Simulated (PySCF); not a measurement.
Predicted microwave data (PBE0-D3(BJ)/def2-SVP geometry optimisation, gas phase (PySCF)) for one isomer of C4H5ClO:

* Rotational constants: A = 4383, B = 2476, C = 1803 MHz
* Dipole components: |μa| = 3.16 D, |μb| = 0.54 D, |μc| = 0.00 D
* Inertial defect: -39.21 u·Å²
* κ: -0.48

Task: Which structure is it? (One computed conformer of each.)
A. `C[C@@H]1OC=C1Cl`
B. `[O:1]=[C:2]([Cl:3])[CH:4]1[CH2:5][CH2:6]1` with O1–C2–C4–C5 145°

Result: B. It is O=C(Cl)C1CC1, an asymmetric top, point group Cs. The candidates at the same level (rigid rotor, commonest isotopes):

```tsv
SMILES	A (MHz)	B (MHz)	C (MHz)	μa (D)	μb (D)	μc (D)	Δ (u·Å²)	point group	rotor
C[C@@H]1OC=C1Cl	5337	2155	1629	0.22	0.58	0.04	-19.04	C1	asymmetric top
O=C(Cl)C1CC1	4383	2476	1803	3.16	0.54	0.00	-39.21	Cs	asymmetric top
```

`C[C@@H]1OC=C1Cl` has A 22 % too high. In the right answer the mirror of this Cs structure is the ab plane, so μc vanishes by symmetry. No structure here is proved a minimum.
